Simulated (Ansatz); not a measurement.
Results of r²SCANh (PAW; Ansatz, a first-principles code) for fcc Au.

Input:

Ansatz 0.2 input:
```yaml
crystal:
  lattice:
    - [0.0, 2.0918934307, 2.0918934307]
    - [2.0918934307, 0.0, 2.0918934307]
    - [2.0918934307, 2.0918934307, 0.0]
  atoms:
    - { symbol: Au, position: [0.0, 0.0, 0.0] }
basis:
  ecutwfc: 520
  ecutrho_ratio: 4
  xc_grid: 3
kpoints:
  mp_grid: { grid: [14, 14, 14] }
hamiltonian:
  xc: r2scanh
  dispersion: none
  pseudopotentials: { kind: paw }
scf:
  occupations: { method: fermi_dirac, width: 0.05 }
  convergence: { dr2_threshold: 0.0000000001 }
output:
  forces: false
  stress: true
  eigenvalues: true
```

**Question.** How many irreducible k-points, plane waves at Γ does the program set up, and what pressure does the run end with?

**Answer.** 104 irreducible k-points, 531 plane waves at Γ; P = -6.06 GPa, so the cell is stretched on average and its volume would shrink at this level.

Output (set-up and result lines):

```
WARN output.stress: scf.exx.energy_threshold = 1e-6 eV is looser than the 1e-8 eV advised for a stress under a hybrid functional (1e-8 eV for each atom of the …
Crystal: 1 atoms, lattice volume = 18.308 Å³
Basis set: ecut = 520 eV, 531 PW (Γ), exchange–correlation on 72×72×72 points (27 copies of the dense FFT grid, shifted against one another)
Bands: 14, of which v1, the nominal top of the filled ones, is band 10 counted from 1 (9 counted from 0)
Symmetry: 48 space group operations
Space group: Fm-3m (ITA 225), of the structure as read, at distance tolerance 2.6e-5 Å
k-points: 104 of 2744
Functional: x = r2scan, c = r2scan; τ floored in thin density (d = 2e-4 eV/Å³), warm-up for x = 0.9 r2scan + 0.1 exact, c = r2scan; τ floored in thin density (d = 2e-4 eV/Å³)
SCF iter   1: F=—  HF=-13163.498715 eV  |F-HF|=—  |Δ(HF+E_count)|=         —  Δρ=1.37e-2  dr2=3.53e-2  dr2_τ=2.10e-3
SCF iter   2: F=—  HF=-13163.491741 eV  |F-HF|=—  |Δ(HF+E_count)|=   6.97e-3  Δρ=5.59e-3  dr2=5.00e-3  dr2_τ=1.05e-3
  ...
SCF 1 converged in 8 iterations: F = -13163.492432 eV  dr2 = 1.39e-11
Crystal: 1 atoms, lattice volume = 18.308 Å³
Initial density: handed on by an earlier stage of this run
Functional: x = 0.9 r2scan + 0.1 exact, c = r2scan; τ floored in thin density (d = 2e-4 eV/Å³)
Crystal: 1 atoms, lattice volume = 18.308 Å³
SCF iter   3: F=—  HF=-13162.276417 eV  |F-HF|=—  |Δ(HF+E_count)|=   1.82e-9  Δρ=2.58e-6  dr2=3.07e-10  dr2_τ=1.47e-10
SCF iter   4: F=-13162.276417 eV  HF=-13162.276417 eV  |F-HF|=4.00e-11  |Δ(HF+E_count)|=  4.07e-10  Δρ=6.37e-7  dr2=5.89e-11  dr2_τ=9.19e-12
SCF 3 converged in 4 iterations: F = -13162.276417 eV  dr2 = 5.89e-11
Free energy (F): -13162.276417 eV
Internal energy: -13162.274256 eV  (E = F + TS)
E sigma→0 (E₀):  -13162.275336 eV
Fermi energy:    18.448407 eV
--- Stress (GPa, compression-positive) ---
       -6.060131      -0.000000       0.000000
        0.000000      -6.060131       0.000000
        0.000000       0.000000      -6.060131
  P = ⅓ Tr σ = -6.0601 GPa (-60.601 kbar)
```

The cell is one volume of an energy–volume scan, off the minimum.

The PAW data were made under PBE.

Note: the run warned that the count of filled bands differs between k points.

It cost very roughly 2.8 core-minutes of CPU time.
